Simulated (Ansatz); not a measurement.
The input, for Ansatz 0.2.0:

```yaml
crystal:
  periodic: [false, false, false]
  atoms:
    - {symbol: Ge, position_ang: [0.000000, 0.000000, 0.000000]}
    - {symbol: Na, position_ang: [0.000000, 0.000000, 2.818200]}
basis:
  gaussian: {orbitals: def2-mTZVP, fitting: {mean_field: def2-universal-jkfit}}
magnetization: {spin_polarized: false, initial_magnetization: 1}
correlation: {method: mp2, electrons: valence}
```

```sh
$ ansatz run in.yaml --threads 1 --pin off --events-out ev --progress --plain --max-ram 2393MiB
```

Output:

```
378 factors; integrals over basis functions are off by at most 2.6e-3 eV
mean field evaluation 1: about -60876.1492 eV, gradient 3.5e0 eV
mean field evaluation 2: about -60876.2510 eV, gradient 1.3e0 eV
mean field evaluation 4: about -60876.2656 eV, gradient 2.1e-1 eV
mean field evaluation 8: about -60876.2469 eV, gradient 2.1e0 eV
mean field evaluation 16: about -60875.4218 eV, gradient 2.8e-6 eV
mean field evaluation 32: about -60876.2469 eV, gradient 2.1e0 eV
mean field -60876.26587072 eV, -2237.1615073338 hartree, gradient 1.6e-6 eV, S^2 0.750000; 9 other end points of the search recorded, 0 dependent functions left out
mean field evaluation 64: about -60876.7717 eV, gradient 9.6e-3 eV
unrestricted determinant -60876.77168005 eV, -2237.1800954840 hartree, S^2 1.6402
10 core orbitals not correlated: weight in the atoms' cores, before any rotation towards them, 1.000 or more for the frozen orbitals, at most 0.000 for the correlated occupied ones
reference -60876.26587072 eV, -2237.1615073338 hartree; 12, 11 occupied and 28, 29 virtual orbitals, 378 factors
second order -6.93156966 eV of doubles, -0.04931385 eV of singles
Total energy: -60883.24675422 eV, -2237.4180500709 hartree
```

Ran on 1 thread of Intel Xeon Platinum 8488C, shared host: 7.5 s wall, 0.11 GiB peak host memory.
